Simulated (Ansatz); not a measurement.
**Body-centred tetragonal In: properties by level of theory**

Reference values: lattice constant a 3.252 Å (measured, 293 K, no zero-point or thermal correction; as tabulated in Wikipedia's data pages); lattice parameter c 4.947 Å (measured, 293 K, no zero-point or thermal correction; as tabulated in Wikipedia's data pages); cohesive energy 2.52 eV/atom (measured, 0 K, copied from a table, unchecked, 0 K, 1 atm; zero-point vibration energy not added; as tabulated in Kittel's textbook).

| level (code) | lattice constant a (Å) | lattice parameter c (Å) | cohesive energy (eV/atom) |
|---|---|---|---|
| BLYP (Ansatz) | 3.463 | 5.172 | 1.69 |
| revPBE (Ansatz) | 3.342 | 5.083 | 1.98 |
| LC-ωPBE (Ansatz) | 3.179 | 4.925 | 2.08 |
| PBE0-D3(BJ) (Ansatz) | 3.193 | 4.920 | 2.67 |

Differences from the reference values (errors of the level alone only where the reference is corrected to a static lattice):

```json
[
 {"level": "BLYP", "lattice constant a (%)": "+6.49", "lattice parameter c (%)": "+4.55"},
 {"level": "revPBE", "lattice constant a (%)": "+2.77", "lattice parameter c (%)": "+2.75"},
 {"level": "LC-ωPBE", "lattice constant a (%)": "-2.24", "lattice parameter c (%)": "-0.44"},
 {"level": "PBE0-D3(BJ)", "lattice constant a (%)": "-1.81", "lattice parameter c (%)": "-0.55"}
]
```

Nearest: lattice constant a, not ranked (reference at room or unstated temperature); lattice parameter c, not ranked (reference at room or unstated temperature).

Caveats: the cell is over a tenth larger than the published one: the level's own overestimate first of all, though another phase or state, or a fault of the published cell, is possible (BLYP). Ansatz's density-functional and Hartree–Fock values are scalar-relativistic unless marked +SOC, with PAW data made under PBE.

Differences are worked out from the printed values.

Free atoms are spin-polarised, in the lowest state found; at levels without +SOC their spin–orbit coupling is left out.

The computed numbers hold no vibrational or temperature effects.

Ansatz is a quantum-chemistry and plane-wave program.
